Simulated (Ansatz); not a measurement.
Input file:

```yaml
crystal:
  periodic: [false, false, false]
  atoms:
    - {symbol: Be, position_ang: [0.000000, 0.000000, 1.436000]}
    - {symbol: Be, position_ang: [0.000000, 0.000000, -1.436000]}
    - {symbol: H, position_ang: [0.000000, 0.000000, 2.783518]}
    - {symbol: H, position_ang: [0.000000, 0.000000, -2.783518]}
basis:
  gaussian: {orbitals: "6-31G*"}
magnetization: {spin_polarized: true, initial_magnetization: 0}
correlation: {method: mp2, electrons: all}
accuracy: high
output: {forces: true}
```

```sh
$ ansatz run in.yaml --threads 1 --pin off --events-out ev --progress --plain --max-ram 2393MiB
```

The program prints:

```
645 factors; integrals over basis functions are off by at most 2.2e-9 eV
mean field evaluation 1: about -824.3891 eV, gradient 7.5e0 eV
mean field evaluation 2: about -824.3885 eV, gradient 7.5e0 eV
mean field evaluation 4: about -825.5221 eV, gradient 2.0e-1 eV
mean field evaluation 8: about -825.5218 eV, gradient 9.0e-4 eV
mean field evaluation 16: about -825.5169 eV, gradient 1.5e-1 eV
mean field -825.52178322 eV, -30.3373659746 hartree, gradient 3.0e-8 eV, S^2 0.000000; 4 other end points of the search recorded, 0 dependent functions left out
reference -825.52178322 eV, -30.3373659746 hartree; 5, 5 occupied and 29, 29 virtual orbitals, 645 factors
second order -1.86795196 eV of doubles, -0.00000000 eV of singles
the calculation of the forces begins
Total energy: -827.38973518 eV, -30.4060119430 hartree
Atom 0 at     0.000000     0.000000     1.436000 Å, force    -0.000000    -0.000000    -2.039970 eV/Å
Atom 1 at     0.000000     0.000000    -1.436000 Å, force    -0.000000    -0.000000     2.039970 eV/Å
Atom 2 at     0.000000     0.000000     2.783518 Å, force     0.000000     0.000000    -0.079591 eV/Å
Atom 3 at     0.000000     0.000000    -2.783518 Å, force    -0.000000    -0.000000     0.079591 eV/Å
Dipole moment:     0.000000     0.000000     0.000000 e Å
```

Forces (eV/Å):
```
Be   0.000  0.000 -2.040
Be   0.000  0.000  2.040
H    0.000  0.000 -0.080
H    0.000  0.000  0.080
```

Ran on 1 thread of Arm Neoverse V1, shared host: 0.51 s wall, 0.08 GiB peak host memory.
